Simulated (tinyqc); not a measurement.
Worked calculation (part 1 of 2): CCSD on RHF in the sto-3g basis, for CH3-, spin multiplicity 1. The basis has no diffuse functions, so it cannot describe the extra electron: this is an exercise in the method, not the real anion. Computed by tinyqc, a small Python program that keeps every step (integrals from PySCF). Settings: charge = -1, multiplicity = 1, basis = sto-3g, method = RHF, energy threshold = 1e-10, iteration cap = 69, orthogonalisation = symmetric, start = atomic densities, DIIS depth = 6, amplitude equations = CCSD, DIIS depth for amplitudes = 0, cap on updates = 78. Command: `OMP_NUM_THREADS=1 python tinyqc.py 21900 21901 out.jsonl` (the two numbers bound the seeds that draw the settings). One thread of a shared host (Intel(R) Xeon(R) Processor @ 2.60GHz), about 0.3 s of CPU time with the checks. The early iterations of the SCF are left out here.

## One-electron integrals

Geometry (angstrom):
```
atom          x          y         z
C      0.000000   0.000000  0.077000
H      1.008000   0.000000  0.000000
H     -0.504000   0.873000  0.000000
H     -0.504000  -0.873000  0.000000
```

Basis sto-3g: exponents (1/bohr^2) and contraction coefficients of normalised primitives:
```
element  l (shell)   exponent  coefficient
C            s (1)  71.616837     0.154329
C            s (1)  13.045096     0.535328
C            s (1)   3.530512     0.444635
C            s (2)   2.941249    -0.099967
C            s (2)   0.683483     0.399513
C            s (2)   0.222290     0.700115
C            p (3)   2.941249     0.155916
C            p (3)   0.683483     0.607684
C            p (3)   0.222290     0.391957
H            s (1)   3.425251     0.154329
H            s (1)   0.623914     0.535328
H            s (1)   0.168855     0.444635
```

Overlap, kinetic and nuclear-attraction integrals over the contracted functions; the nuclear repulsion is the sum of Za Zb / Rab.

nuclear repulsion = 10.33115715 hartree

overlap S, order 1C 1s, 1C 2s, 1C 2px, 1C 2py, 1C 2pz, 2H 1s, 3H 1s, 4H 1s:
$$\begin{pmatrix}
1.000000 & 0.248362 & 0.000000 & 0.000000 & 0.000000 & 0.074891 & 0.074884 & 0.074884 \\
0.248362 & 1.000000 & 0.000000 & 0.000000 & 0.000000 & 0.537086 & 0.537062 & 0.537062 \\
0.000000 & 0.000000 & 1.000000 & 0.000000 & 0.000000 & 0.491360 & -0.245664 & -0.245664 \\
0.000000 & 0.000000 & 0.000000 & 1.000000 & 0.000000 & 0.000000 & 0.425525 & -0.425525 \\
0.000000 & 0.000000 & 0.000000 & 0.000000 & 1.000000 & -0.037534 & -0.037532 & -0.037532 \\
0.074891 & 0.537086 & 0.491360 & 0.000000 & -0.037534 & 1.000000 & 0.178371 & 0.178371 \\
0.074884 & 0.537062 & -0.245664 & 0.425525 & -0.037532 & 0.178371 & 1.000000 & 0.178352 \\
0.074884 & 0.537062 & -0.245664 & -0.425525 & -0.037532 & 0.178371 & 0.178352 & 1.000000
\end{pmatrix}$$

kinetic energy T (hartree), order 1C 1s, 1C 2s, 1C 2px, 1C 2py, 1C 2pz, 2H 1s, 3H 1s, 4H 1s:
$$\begin{pmatrix}
15.891122 & -0.085890 & 0.000000 & 0.000000 & 0.000000 & -0.006308 & -0.006311 & -0.006311 \\
-0.085890 & 0.472250 & 0.000000 & 0.000000 & 0.000000 & 0.134558 & 0.134543 & 0.134543 \\
0.000000 & 0.000000 & 1.477728 & 0.000000 & 0.000000 & 0.310934 & -0.155448 & -0.155448 \\
0.000000 & 0.000000 & 0.000000 & 1.477728 & 0.000000 & 0.000000 & 0.269258 & -0.269258 \\
0.000000 & 0.000000 & 0.000000 & 0.000000 & 1.477728 & -0.023752 & -0.023749 & -0.023749 \\
-0.006308 & 0.134558 & 0.310934 & 0.000000 & -0.023752 & 0.760032 & -0.004429 & -0.004429 \\
-0.006311 & 0.134543 & -0.155448 & 0.269258 & -0.023749 & -0.004429 & 0.760032 & -0.004431 \\
-0.006311 & 0.134543 & -0.155448 & -0.269258 & -0.023749 & -0.004429 & -0.004431 & 0.760032
\end{pmatrix}$$

nuclear attraction V (hartree), order 1C 1s, 1C 2s, 1C 2px, 1C 2py, 1C 2pz, 2H 1s, 3H 1s, 4H 1s:
$$\begin{pmatrix}
-35.223057 & -4.582236 & -0.000002 & 0.000000 & 0.004498 & -1.412542 & -1.412406 & -1.412406 \\
-4.582236 & -6.697445 & -0.000018 & 0.000000 & 0.043858 & -3.128106 & -3.127922 & -3.127922 \\
-0.000002 & -0.000018 & -6.727621 & 0.000000 & 0.000002 & -2.660725 & 1.330248 & 1.330248 \\
0.000000 & 0.000000 & 0.000000 & -6.727623 & 0.000000 & 0.000000 & -2.304190 & 2.304190 \\
0.004498 & 0.043858 & 0.000002 & 0.000000 & -6.513070 & 0.215077 & 0.215060 & 0.215060 \\
-1.412542 & -3.128106 & -2.660725 & 0.000000 & 0.215077 & -4.880242 & -0.964774 & -0.964774 \\
-1.412406 & -3.127922 & 1.330248 & -2.304190 & 0.215060 & -0.964774 & -4.880124 & -0.964668 \\
-1.412406 & -3.127922 & 1.330248 & 2.304190 & 0.215060 & -0.964774 & -0.964668 & -4.880124
\end{pmatrix}$$

core Hamiltonian H = T + V (hartree), order 1C 1s, 1C 2s, 1C 2px, 1C 2py, 1C 2pz, 2H 1s, 3H 1s, 4H 1s:
$$\begin{pmatrix}
-19.331935 & -4.668126 & -0.000002 & 0.000000 & 0.004498 & -1.418850 & -1.418718 & -1.418718 \\
-4.668126 & -6.225195 & -0.000018 & 0.000000 & 0.043858 & -2.993548 & -2.993379 & -2.993379 \\
-0.000002 & -0.000018 & -5.249893 & 0.000000 & 0.000002 & -2.349791 & 1.174800 & 1.174800 \\
0.000000 & 0.000000 & 0.000000 & -5.249895 & 0.000000 & 0.000000 & -2.034932 & 2.034932 \\
0.004498 & 0.043858 & 0.000002 & 0.000000 & -5.035342 & 0.191325 & 0.191311 & 0.191311 \\
-1.418850 & -2.993548 & -2.349791 & 0.000000 & 0.191325 & -4.120210 & -0.969203 & -0.969203 \\
-1.418718 & -2.993379 & 1.174800 & -2.034932 & 0.191311 & -0.969203 & -4.120092 & -0.969099 \\
-1.418718 & -2.993379 & 1.174800 & 2.034932 & 0.191311 & -0.969203 & -0.969099 & -4.120092
\end{pmatrix}$$

## Two-electron integrals

Functions are numbered as in S; the eight-fold symmetry (ij|kl) = (ji|kl) = (kl|ij) leaves the list below.

Two-electron integrals (ij|kl) in chemists' order, unique and non-zero (hartree):
```
(11|11) 3.541948    (21|11) 0.576921    (21|21) 0.111888    (22|11) 0.854682
(22|21) 0.205284    (22|22) 0.624709    (31|31) 0.020296    (32|31) 0.030858
(32|32) 0.137996    (33|11) 0.852436    (33|21) 0.205335    (33|22) 0.624568
(33|33) 0.672833    (41|41) 0.020296    (42|41) 0.030858    (42|42) 0.137996
(43|43) 0.036269    (44|11) 0.852436    (44|21) 0.205335    (44|22) 0.624568
(44|33) 0.600295    (44|44) 0.672833    (51|51) 0.020296    (52|51) 0.030858
(52|52) 0.137996    (53|53) 0.036269    (54|54) 0.036269    (55|11) 0.852436
(55|21) 0.205335    (55|22) 0.624568    (55|33) 0.600295    (55|44) 0.600295
(55|55) 0.672833    (61|11) 0.176002    (61|21) 0.033873    (61|22) 0.061851
(61|31) 0.002081    (61|32) 0.003827    (61|33) 0.062285    (61|44) 0.061642
(61|51) -0.000159   (61|52) -0.000292   (61|53) -0.000049   (61|55) 0.061646
(61|61) 0.010489    (62|11) 0.375273    (62|21) 0.091110    (62|22) 0.299711
(62|31) 0.008611    (62|32) 0.056294    (62|33) 0.312741    (62|44) 0.293006
(62|51) -0.000658   (62|52) -0.004300   (62|53) -0.001508   (62|55) 0.293121
(62|61) 0.028661    (62|62) 0.180273    (63|11) 0.301093    (63|21) 0.074124
(63|22) 0.258599    (63|31) 0.016006    (63|32) 0.095614    (63|33) 0.284511
(63|44) 0.245461    (63|51) -0.000472   (63|52) -0.003485   (63|53) -0.002113
(63|55) 0.245556    (63|61) 0.024555    (63|62) 0.185177    (63|63) 0.210602
(64|41) 0.009829    (64|42) 0.049995    (64|43) 0.011387    (64|54) -0.000870
(64|64) 0.023779    (65|11) -0.023000   (65|21) -0.005662   (65|22) -0.019754
(65|31) -0.000472   (65|32) -0.003485   (65|33) -0.019994   (65|44) -0.018751
(65|51) 0.009865    (65|52) 0.050261    (65|53) 0.011482    (65|55) -0.020497
(65|61) -0.001876   (65|62) -0.014145   (65|63) -0.014271   (65|65) 0.024869
(66|11) 0.506967    (66|21) 0.125200    (66|22) 0.463365    (66|31) 0.016133
(66|32) 0.136379    (66|33) 0.511717    (66|44) 0.438737    (66|51) -0.001232
(66|52) -0.010418   (66|53) -0.005575   (66|55) 0.439163    (66|61) 0.040126
(66|62) 0.338458    (66|63) 0.386029    (66|65) -0.029488   (66|66) 0.774606
(71|11) 0.175986    (71|21) 0.033870    (71|22) 0.061845    (71|31) -0.001041
(71|32) -0.001913   (71|33) 0.061797    (71|41) 0.001802    (71|42) 0.003314
(71|43) -0.000278   (71|44) 0.062118    (71|51) -0.000159   (71|52) -0.000292
(71|53) 0.000025    (71|54) -0.000042   (71|55) 0.061640    (71|61) 0.010147
(71|62) 0.026894    (71|63) 0.021303    (71|64) 0.001008    (71|65) -0.001761
(71|66) 0.036659    (71|71) 0.010487    (72|11) 0.375250    (72|21) 0.091104
(72|22) 0.299695    (72|31) -0.004305   (72|32) -0.028145   (72|33) 0.297923
(72|41) 0.007457    (72|42) 0.048751    (72|43) -0.008545   (72|44) 0.307791
(72|51) -0.000658   (72|52) -0.004300   (72|53) 0.000754    (72|54) -0.001305
(72|55) 0.293105    (72|61) 0.026895    (72|62) 0.133945    (72|63) 0.106543
(72|64) 0.015733    (72|65) -0.010220   (72|66) 0.200737    (72|71) 0.028657
(72|72) 0.180256    (73|11) -0.150534   (73|21) -0.037059   (73|22) -0.129289
(73|31) 0.011372    (73|32) 0.061395    (73|33) -0.136141   (73|41) -0.002674
(73|42) -0.019753   (73|43) 0.013384    (73|44) -0.128825   (73|51) 0.000236
(73|52) 0.001742    (73|53) -0.001181   (73|54) 0.000538    (73|55) -0.122769
(73|61) -0.009778   (73|62) -0.039645   (73|63) -0.015912   (73|64) -0.003509
(73|65) 0.002953    (73|66) -0.045162   (73|71) -0.012276   (73|72) -0.092577
(73|73) 0.070475    (74|11) 0.260747    (74|21) 0.064192    (74|22) 0.223948
(74|31) -0.002674   (74|32) -0.019753   (74|33) 0.216095    (74|41) 0.014461
(74|42) 0.084206    (74|43) -0.011796   (74|44) 0.242864    (74|51) -0.000409
(74|52) -0.003018   (74|53) 0.000538    (74|54) -0.001802   (74|55) 0.212653
(74|61) 0.018954    (74|62) 0.100138    (74|63) 0.078905    (74|64) 0.027616
(74|65) -0.007476   (74|66) 0.149796    (74|71) 0.021263    (74|72) 0.160357
(74|73) -0.080890   (74|74) 0.163889    (75|11) -0.022998   (75|21) -0.005662
(75|22) -0.019753   (75|31) 0.000236    (75|32) 0.001742    (75|33) -0.019060
(75|41) -0.000409   (75|42) -0.003018   (75|43) 0.000538    (75|44) -0.019682
(75|51) 0.009864    (75|52) 0.050258    (75|53) -0.005740   (75|54) 0.009943
(75|55) -0.020496   (75|61) -0.001761   (75|62) -0.010220   (75|63) -0.007951
(75|64) -0.001181   (75|65) 0.017429    (75|66) -0.016369   (75|71) -0.001875
(75|72) -0.014144   (75|73) 0.007135    (75|74) -0.012358   (75|75) 0.024866
(76|11) 0.114353    (76|21) 0.027809    (76|22) 0.093925    (76|31) 0.001105
(76|32) 0.007547    (76|33) 0.094743    (76|41) 0.001915    (76|42) 0.013072
(76|43) 0.000442    (76|44) 0.095253    (76|51) -0.000338   (76|52) -0.002306
(76|53) -0.000298   (76|54) -0.000516   (76|55) 0.091696    (76|61) 0.008535
(76|62) 0.050942    (76|63) 0.048235    (76|64) 0.005372    (76|65) -0.004395
(76|66) 0.089354    (76|71) 0.008534    (76|72) 0.050940    (76|73) -0.019464
(76|74) 0.044458    (76|75) -0.004395   (76|76) 0.017161    (77|11) 0.506950
(77|21) 0.125196    (77|22) 0.463354    (77|31) -0.008066   (77|32) -0.068185
(77|33) 0.456969    (77|41) 0.013971    (77|42) 0.118106    (77|43) -0.031600
(77|44) 0.493462    (77|51) -0.001232   (77|52) -0.010417   (77|53) 0.002787
(77|54) -0.004828   (77|55) 0.439152    (77|61) 0.036661    (77|62) 0.200743
(77|63) 0.152310    (77|64) 0.035785    (77|65) -0.016369   (77|66) 0.300519
(77|71) 0.040121    (77|72) 0.338439    (77|73) -0.192999   (77|74) 0.334303
(77|75) -0.029486   (77|76) 0.089354    (77|77) 0.774606    (81|11) 0.175986
(81|21) 0.033870    (81|22) 0.061845    (81|31) -0.001041   (81|32) -0.001913
(81|33) 0.061797    (81|41) -0.001802   (81|42) -0.003314   (81|43) 0.000278
(81|44) 0.062118    (81|51) -0.000159   (81|52) -0.000292   (81|53) 0.000025
(81|54) 0.000042    (81|55) 0.061640    (81|61) 0.010147    (81|62) 0.026894
(81|63) 0.021303    (81|64) -0.001008   (81|65) -0.001761   (81|66) 0.036659
(81|71) 0.010146    (81|72) 0.026892    (81|73) -0.011524   (81|74) 0.017944
(81|75) -0.001761   (81|76) 0.008104    (81|77) 0.036658    (81|81) 0.010487
(82|11) 0.375250    (82|21) 0.091104    (82|22) 0.299695    (82|31) -0.004305
(82|32) -0.028145   (82|33) 0.297923    (82|41) -0.007457   (82|42) -0.048751
(82|43) 0.008545    (82|44) 0.307791    (82|51) -0.000658   (82|52) -0.004300
(82|53) 0.000754    (82|54) 0.001305    (82|55) 0.293105    (82|61) 0.026895
(82|62) 0.133945    (82|63) 0.106543    (82|64) -0.015733   (82|65) -0.010220
(82|66) 0.200737    (82|71) 0.026892    (82|72) 0.133936    (82|73) -0.066891
(82|74) 0.084400    (82|75) -0.010219   (82|76) 0.040034    (82|77) 0.200730
(82|81) 0.028657    (82|82) 0.180256    (83|11) -0.150534   (83|21) -0.037059
(83|22) -0.129289   (83|31) 0.011372    (83|32) 0.061395    (83|33) -0.136141
(83|41) 0.002674    (83|42) 0.019753    (83|43) -0.013384   (83|44) -0.128825
(83|51) 0.000236    (83|52) 0.001742    (83|53) -0.001181   (83|54) -0.000538
(83|55) -0.122769   (83|61) -0.009778   (83|62) -0.039645   (83|63) -0.015912
(83|64) 0.003509    (83|65) 0.002953    (83|66) -0.045162   (83|71) -0.011524
(83|72) -0.066891   (83|73) 0.049374    (83|74) -0.041204   (83|75) 0.004997
(83|76) -0.015102   (83|77) -0.107135   (83|81) -0.012276   (83|82) -0.092577
(83|83) 0.070475    (84|11) -0.260747   (84|21) -0.064192   (84|22) -0.223948
(84|31) 0.002674    (84|32) 0.019753    (84|33) -0.216095   (84|41) 0.014461
(84|42) 0.084206    (84|43) -0.011796   (84|44) -0.242864   (84|51) 0.000409
(84|52) 0.003018    (84|53) -0.000538   (84|54) -0.001802   (84|55) -0.212653
(84|61) -0.018954   (84|62) -0.100138   (84|63) -0.078905   (84|64) 0.027616
(84|65) 0.007476    (84|66) -0.149796   (84|71) -0.017944   (84|72) -0.084400
(84|73) 0.041204    (84|74) -0.037678   (84|75) 0.006295    (84|76) -0.026158
(84|77) -0.114010   (84|81) -0.021263   (84|82) -0.160357   (84|83) 0.080890
(84|84) 0.163889    (85|11) -0.022998   (85|21) -0.005662   (85|22) -0.019753
(85|31) 0.000236    (85|32) 0.001742    (85|33) -0.019060   (85|41) 0.000409
(85|42) 0.003018    (85|43) -0.000538   (85|44) -0.019682   (85|51) 0.009864
(85|52) 0.050258    (85|53) -0.005740   (85|54) -0.009943   (85|55) -0.020496
(85|61) -0.001761   (85|62) -0.010220   (85|63) -0.007951   (85|64) 0.001181
(85|65) 0.017429    (85|66) -0.016369   (85|71) -0.001761   (85|72) -0.010219
(85|73) 0.004997    (85|74) -0.006295   (85|75) 0.017427    (85|76) -0.003357
(85|77) -0.016368   (85|81) -0.001875   (85|82) -0.014144   (85|83) 0.007135
(85|84) 0.012358    (85|85) 0.024866    (86|11) 0.114353    (86|21) 0.027809
(86|22) 0.093925    (86|31) 0.001105    (86|32) 0.007547    (86|33) 0.094743
(86|41) -0.001915   (86|42) -0.013072   (86|43) -0.000442   (86|44) 0.095253
(86|51) -0.000338   (86|52) -0.002306   (86|53) -0.000298   (86|54) 0.000516
(86|55) 0.091696    (86|61) 0.008535    (86|62) 0.050942    (86|63) 0.048235
(86|64) -0.005372   (86|65) -0.004395   (86|66) 0.089354    (86|71) 0.008104
(86|72) 0.040034    (86|73) -0.015102   (86|74) 0.026158    (86|75) -0.003357
(86|76) 0.014026    (86|77) 0.058927    (86|81) 0.008534    (86|82) 0.050940
(86|83) -0.019464   (86|84) -0.044458   (86|85) -0.004395   (86|86) 0.017161
(87|11) 0.114341    (87|21) 0.027806    (87|22) 0.093915    (87|31) -0.002211
(87|32) -0.015092   (87|33) 0.095497    (87|44) 0.094478    (87|51) -0.000338
(87|52) -0.002306   (87|53) 0.000596    (87|55) 0.091686    (87|61) 0.008103
(87|62) 0.040032    (87|63) 0.030203    (87|65) -0.003357   (87|66) 0.058922
(87|71) 0.008533    (87|72) 0.050934    (87|73) -0.028764   (87|74) 0.039082
(87|75) -0.004395   (87|76) 0.014025    (87|77) 0.089343    (87|81) 0.008533
(87|82) 0.050934    (87|83) -0.028764   (87|84) -0.039082   (87|85) -0.004395
(87|86) 0.014025    (87|87) 0.017157    (88|11) 0.506950    (88|21) 0.125196
(88|22) 0.463354    (88|31) -0.008066   (88|32) -0.068185   (88|33) 0.456969
(88|41) -0.013971   (88|42) -0.118106   (88|43) 0.031600    (88|44) 0.493462
(88|51) -0.001232   (88|52) -0.010417   (88|53) 0.002787    (88|54) 0.004828
(88|55) 0.439152    (88|61) 0.036661    (88|62) 0.200743    (88|63) 0.152310
(88|64) -0.035785   (88|65) -0.016369   (88|66) 0.300519    (88|71) 0.036658
(88|72) 0.200730    (88|73) -0.107135   (88|74) 0.114010    (88|75) -0.016368
(88|76) 0.058927    (88|77) 0.300508    (88|81) 0.040121    (88|82) 0.338439
(88|83) -0.192999   (88|84) -0.334303   (88|85) -0.029486   (88|86) 0.089354
(88|87) 0.089343    (88|88) 0.774606
```

## Orthogonalisation

S = U s U^T; symmetric (Loewdin) form X = U s^(-1/2) U^T, so that X^T S X = 1.

eigenvalues of S: [0.213355, 0.302461, 0.302469, 0.953187, 1.005978, 1.519162, 1.519179, 2.184210]

X, order 1C 1s, 1C 2s, 1C 2px, 1C 2py, 1C 2pz, 2H 1s, 3H 1s, 4H 1s:
$$\begin{pmatrix}
1.028683 & -0.173077 & -0.000001 & 0.000000 & 0.002992 & 0.026288 & 0.026288 & 0.026288 \\
-0.173077 & 1.568086 & 0.000028 & 0.000000 & -0.037279 & -0.407807 & -0.407766 & -0.407766 \\
-0.000001 & 0.000028 & 1.241001 & 0.000000 & -0.000002 & -0.406666 & 0.203311 & 0.203311 \\
0.000000 & 0.000000 & 0.000000 & 1.240999 & 0.000000 & 0.000000 & -0.352164 & 0.352164 \\
0.002992 & -0.037279 & -0.000002 & 0.000000 & 1.002555 & 0.028038 & 0.028035 & 0.028035 \\
0.026288 & -0.407807 & -0.406666 & 0.000000 & 0.028038 & 1.346956 & -0.041688 & -0.041688 \\
0.026288 & -0.407766 & 0.203311 & -0.352164 & 0.028035 & -0.041688 & 1.346913 & -0.041690 \\
0.026288 & -0.407766 & 0.203311 & 0.352164 & 0.028035 & -0.041688 & -0.041690 & 1.346913
\end{pmatrix}$$

## Iteration 7 (converged): orbitals

converged F (hartree), order 1C 1s, 1C 2s, 1C 2px, 1C 2py, 1C 2pz, 2H 1s, 3H 1s, 4H 1s:
$$\begin{pmatrix}
-10.345278 & -2.818298 & -0.000001 & 0.000000 & 0.006531 & -0.863345 & -0.863265 & -0.863265 \\
-2.818298 & -1.021142 & -0.000017 & 0.000000 & 0.022881 & -0.564122 & -0.564091 & -0.564091 \\
-0.000001 & -0.000017 & 0.205746 & 0.000000 & 0.000002 & -0.229326 & 0.114656 & 0.114656 \\
0.000000 & 0.000000 & 0.000000 & 0.205753 & 0.000000 & 0.000000 & -0.198601 & 0.198601 \\
0.006531 & 0.022881 & 0.000002 & 0.000000 & 0.226296 & 0.026116 & 0.026114 & 0.026114 \\
-0.863345 & -0.564122 & -0.229326 & 0.000000 & 0.026116 & -0.163015 & -0.213476 & -0.213476 \\
-0.863265 & -0.564091 & 0.114656 & -0.198601 & 0.026114 & -0.213476 & -0.162978 & -0.213455 \\
-0.863265 & -0.564091 & 0.114656 & 0.198601 & 0.026114 & -0.213476 & -0.213455 & -0.162978
\end{pmatrix}$$

Diagonalise F' = X^T F X, C = X C', fill 5 alpha and 5 beta electrons from the bottom; D = 2 C_occ C_occ^T. Each column has its largest component positive (the first on a tie).

F' = X^T F X (hartree):
$$\begin{pmatrix}
-10.100167 & -1.583748 & 0.000002 & 0.000000 & 0.010285 & -0.158574 & -0.158543 & -0.158543 \\
-1.583748 & 0.213464 & 0.000015 & 0.000000 & -0.036222 & -0.494702 & -0.494667 & -0.494667 \\
0.000002 & 0.000015 & 0.676572 & 0.000000 & -0.000001 & -0.584418 & 0.292191 & 0.292191 \\
0.000000 & 0.000000 & 0.000000 & 0.676580 & 0.000000 & 0.000000 & -0.506107 & 0.506107 \\
0.010285 & -0.036222 & -0.000001 & 0.000000 & 0.231016 & 0.040012 & 0.040009 & 0.040009 \\
-0.158574 & -0.494702 & -0.584418 & 0.000000 & 0.040012 & 0.452908 & -0.083960 & -0.083960 \\
-0.158543 & -0.494667 & 0.292191 & -0.506107 & 0.040009 & -0.083960 & 0.452886 & -0.083957 \\
-0.158543 & -0.494667 & 0.292191 & 0.506107 & 0.040009 & -0.083960 & -0.083957 & 0.452886
\end{pmatrix}$$

orbital energies (hartree): MO1 -10.352924, MO2 -0.434946, MO3 -0.112434, MO4 -0.112433, MO5 0.226306, MO6 1.190852, MO7 1.325857, MO8 1.325866

coefficients C, order 1C 1s, 1C 2s, 1C 2px, 1C 2py, 1C 2pz, 2H 1s, 3H 1s, 4H 1s:
$$\begin{pmatrix}
0.991692 & -0.213429 & 0.000000 & 0.000004 & -0.023727 & -0.246291 & 0.000000 & -0.000065 \\
0.039403 & 0.535754 & 0.000000 & -0.000022 & 0.110410 & 1.639608 & 0.000000 & 0.000479 \\
0.000001 & 0.000015 & 0.000000 & 0.464934 & 0.000001 & -0.000295 & 0.000000 & 1.253781 \\
0.000000 & 0.000000 & 0.464927 & 0.000000 & 0.000000 & 0.000000 & 1.253778 & 0.000000 \\
-0.001539 & -0.028245 & 0.000000 & -0.000001 & 0.994584 & -0.137389 & 0.000000 & -0.000039 \\
-0.008187 & 0.266017 & 0.000000 & 0.566527 & -0.022737 & -0.792598 & 0.000000 & -1.063209 \\
-0.008186 & 0.265996 & 0.490634 & -0.283280 & -0.022739 & -0.792971 & -0.920547 & 0.531262 \\
-0.008186 & 0.265996 & -0.490634 & -0.283280 & -0.022739 & -0.792971 & 0.920547 & 0.531262
\end{pmatrix}$$

D after iteration 7, order 1C 1s, 1C 2s, 1C 2px, 1C 2py, 1C 2pz, 2H 1s, 3H 1s, 4H 1s:
$$\begin{pmatrix}
2.059134 & -0.155778 & -0.000001 & 0.000000 & -0.038193 & -0.128705 & -0.128702 & -0.128702 \\
-0.155778 & 0.601552 & -0.000004 & 0.000000 & 0.189238 & 0.279349 & 0.279364 & 0.279364 \\
-0.000001 & -0.000004 & 0.432327 & 0.000000 & 0.000001 & 0.526803 & -0.263405 & -0.263405 \\
0.000000 & 0.000000 & 0.000000 & 0.432315 & 0.000000 & 0.000000 & 0.456219 & -0.456219 \\
-0.038193 & 0.189238 & 0.000001 & 0.000000 & 1.979997 & -0.060230 & -0.060232 & -0.060232 \\
-0.128705 & 0.279349 & 0.526803 & 0.000000 & -0.060230 & 0.784605 & -0.178284 & -0.178284 \\
-0.128702 & 0.279364 & -0.263405 & 0.456219 & -0.060232 & -0.178284 & 0.784615 & -0.178273 \\
-0.128702 & 0.279364 & -0.263405 & -0.456219 & -0.060232 & -0.178284 & -0.178273 & 0.784615
\end{pmatrix}$$

Within a degenerate level the vectors are fixed only up to a rotation; this is one choice.
